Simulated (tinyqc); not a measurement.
Worked calculation: ROHF in the sto-3g basis, for H2O+, spin multiplicity 2. One step of it, computed by the program tinyqc.

Question. Iteration 2: Roothaan effective Fock matrix. With projectors Pc = D(beta) S, Po = (D(alpha) - D(beta)) S, Pv = 1 - D(alpha) S, the block xy is Px^T F Py; with Fc = (F(alpha) + F(beta))/2, the blocks are Fc for cc, oo, vv and cv, F(beta) for co and F(alpha) for ov.

F(alpha) (hartree):
```
             1O 1s      1O 2s     1O 2px     1O 2py     1O 2pz      2H 1s      3H 1s
1O 1s   -19.967175  -5.133758   0.000000  -0.000366  -0.008372  -0.637203  -0.621420
1O 2s    -5.133758  -2.567943   0.000000  -0.002972  -0.126837  -0.680483  -0.666789
1O 2px    0.000000   0.000000  -0.449712   0.000000   0.000000   0.000000   0.000000
1O 2py   -0.000366  -0.002972   0.000000  -0.646649  -0.001419  -0.333824   0.327530
1O 2pz   -0.008372  -0.126837   0.000000  -0.001419  -0.491140  -0.230056  -0.226293
2H 1s    -0.637203  -0.680483   0.000000  -0.333824  -0.230056  -0.523691  -0.161926
3H 1s    -0.621420  -0.666789   0.000000   0.327530  -0.226293  -0.161926  -0.517016
```

F(beta) (hartree):
```
             1O 1s      1O 2s     1O 2px     1O 2py     1O 2pz      2H 1s      3H 1s
1O 1s   -19.941634  -5.094624   0.000000  -0.000277  -0.008526  -0.629432  -0.613874
1O 2s    -5.094624  -2.384921   0.000000   0.000532  -0.128655  -0.629310  -0.618000
1O 2px    0.000000   0.000000  -0.401219   0.000000   0.000000   0.000000   0.000000
1O 2py   -0.000277   0.000532   0.000000   0.242794   0.004517  -0.192900   0.192084
1O 2pz   -0.008526  -0.128655   0.000000   0.004517  -0.443033  -0.223487  -0.221786
2H 1s    -0.629432  -0.629310   0.000000  -0.192900  -0.223487  -0.477900  -0.170217
3H 1s    -0.613874  -0.618000   0.000000   0.192084  -0.221786  -0.170217  -0.474083
```

D(alpha) after iteration 1:
```
            1O 1s      1O 2s    1O 2px     1O 2py     1O 2pz      2H 1s      3H 1s
1O 1s    1.062040  -0.265795  0.000000  -0.000165  -0.008006   0.016155   0.015872
1O 2s   -0.265795   1.137859  0.000000   0.000899   0.043602  -0.067553  -0.066354
1O 2px   0.000000   0.000000  1.000000   0.000000   0.000000   0.000000   0.000000
1O 2py  -0.000165   0.000899  0.000000   1.049025   0.000404  -0.055510   0.055075
1O 2pz  -0.008006   0.043602  0.000000   0.000404   1.023599  -0.043031  -0.042633
2H 1s    0.016155  -0.067553  0.000000  -0.055510  -0.043031   0.008541   0.002612
3H 1s    0.015872  -0.066354  0.000000   0.055075  -0.042633   0.002612   0.008341
```

D(beta) after iteration 1:
```
            1O 1s      1O 2s    1O 2px     1O 2py     1O 2pz      2H 1s      3H 1s
1O 1s    1.062039  -0.265790  0.000000   0.000836  -0.007998   0.016102   0.015924
1O 2s   -0.265790   1.137839  0.000000  -0.003648   0.043569  -0.067310  -0.066590
1O 2px   0.000000   0.000000  1.000000   0.000000   0.000000   0.000000   0.000000
1O 2py   0.000836  -0.003648  0.000000   0.000060  -0.007150   0.000491   0.000491
1O 2pz  -0.007998   0.043569  0.000000  -0.007150   1.023544  -0.042628  -0.043026
2H 1s    0.016102  -0.067310  0.000000   0.000491  -0.042628   0.005552   0.005526
3H 1s    0.015924  -0.066590  0.000000   0.000491  -0.043026   0.005526   0.005501
```

overlap S:
```
           1O 1s     1O 2s    1O 2px     1O 2py    1O 2pz     2H 1s      3H 1s
1O 1s   1.000000  0.236704  0.000000   0.000000  0.000000  0.028753   0.028038
1O 2s   0.236704  1.000000  0.000000   0.000000  0.000000  0.318872   0.313363
1O 2px  0.000000  0.000000  1.000000   0.000000  0.000000  0.000000   0.000000
1O 2py  0.000000  0.000000  0.000000   1.000000  0.000000  0.246916  -0.243461
1O 2pz  0.000000  0.000000  0.000000   0.000000  1.000000  0.159006   0.156829
2H 1s   0.028753  0.318872  0.000000   0.246916  0.159006  1.000000   0.107050
3H 1s   0.028038  0.313363  0.000000  -0.243461  0.156829  0.107050   1.000000
```

Give: effective F.

Answer.

effective F (hartree):
```
           1O 1s    1O 2s   1O 2px   1O 2py   1O 2pz    2H 1s    3H 1s
1O 1s   -19.9544  -5.1142   0.0000  -0.0002  -0.0084  -0.6333  -0.6177
1O 2s    -5.1142  -2.4764   0.0000  -0.0006  -0.1277  -0.6547  -0.6426
1O 2px    0.0000   0.0000  -0.4255   0.0000   0.0000   0.0000   0.0000
1O 2py   -0.0002  -0.0006   0.0000  -0.1972   0.0016  -0.2402   0.2375
1O 2pz   -0.0084  -0.1277   0.0000   0.0016  -0.4671  -0.2266  -0.2242
2H 1s    -0.6333  -0.6547   0.0000  -0.2402  -0.2266  -0.4914  -0.1751
3H 1s    -0.6177  -0.6426   0.0000   0.2375  -0.2242  -0.1751  -0.4868
```
